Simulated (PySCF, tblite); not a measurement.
One entry of a table of gas-phase calculations, keyed by method. Lists by class give the value and the number of equivalent atoms.

```json
{
 "formula": "C5H9O",
 "smiles": "[H]/[C]=C\\C[C@H](C)O",
 "charge": 0,
 "multiplicity": 2,
 "geometry_level": "GFN2-xTB",
 "atoms_angstrom": [
  ["C", 2.215, 0.608, 0.784],
  ["C", 1.209, 0.977, 0.062],
  ["C", 0.522, 0.117, -0.994],
  ["C", -0.599, -0.727, -0.359],
  ["C", -1.706, 0.147, 0.236],
  ["O", -0.079, -1.622, 0.593],
  ["H", 2.872, -0.225, 0.879],
  ["H", 0.752, 1.949, 0.208],
  ["H", 0.107, 0.756, -1.773],
  ["H", 1.253, -0.561, -1.437],
  ["H", -1.03, -1.369, -1.138],
  ["H", -2.489, -0.487, 0.644],
  ["H", -1.313, 0.767, 1.039],
  ["H", -2.136, 0.786, -0.53],
  ["H", 0.418, -1.108, 1.245]
 ],
 "electronic_structure_code": "PySCF",
 "results": {
  "GFN2-xTB geometry": {
   "point_group": "C1",
   "rotational_constants_GHz": [5.452, 2.668, 2.322]
  },
  "GFN2-xTB harmonic vibrations, gas phase": {
   "strongest_ir_bands_cm-1_km_per_mol_modes": [
    [359.5, 52.3, 1],
    [426.6, 59.8, 1],
    [733.2, 47.4, 1],
    [1041.9, 44.6, 1],
    [1121.5, 69.7, 1],
    [1349.8, 90.8, 1]
   ],
   "zpe_kcal_per_mol": 78.2
  },
  "UKS B3LYP, pcH-1 on C H O, non-relativistic, mean-field spin-orbit, GIAO": {
   "g_iso": 2.00216,
   "g_tensor": [2.00156, 2.00223, 2.0027],
   "s2": 0.759,
   "a_iso_by_class_MHz": [
    ["13C", 309.2, 1],
    ["1H", 117.9, 1],
    ["13C", 71.0, 1],
    ["1H", 41.6, 1],
    ["13C", -18.1, 1]
   ],
   "spin_populations_mulliken_by_atom": [1.03, -0.17, 0.08, -0.01, 0.0, 0.0, 0.01, 0.05, 0.0, 0.0, 0.0, 0.0, 0.0, 0.0, 0.0]
  }
 }
}
```

At 9.50 GHz, hν = g·μB·B₀ (B₀ the magnetic field) puts the centre of the isotropic spectrum, to first order, at 339.0 mT. ⟨S²⟩ is 0.009 above the pure-spin value S(S + 1) = 0.75. The rotational constants make it an asymmetric top with κ = (2B − A − C)/(A − C) = -0.78, nearer the prolate limit (−1).

 In GFN2-xTB open shells enter through the occupations alone, without spin polarisation, so single modes can be far off. Hyperfine couplings depend on the geometry, which wasn't re-optimised at a DFT level.

Conformer computed: `[H]/[C:1]=[CH:2]\[CH2:3][C@H:4]([CH3:5])[OH:6]`: C1–C2–C3–C4 88°, C2–C3–C4–C5 63°, H–O6–C4–C3 56°.

One conformer stands for the species.
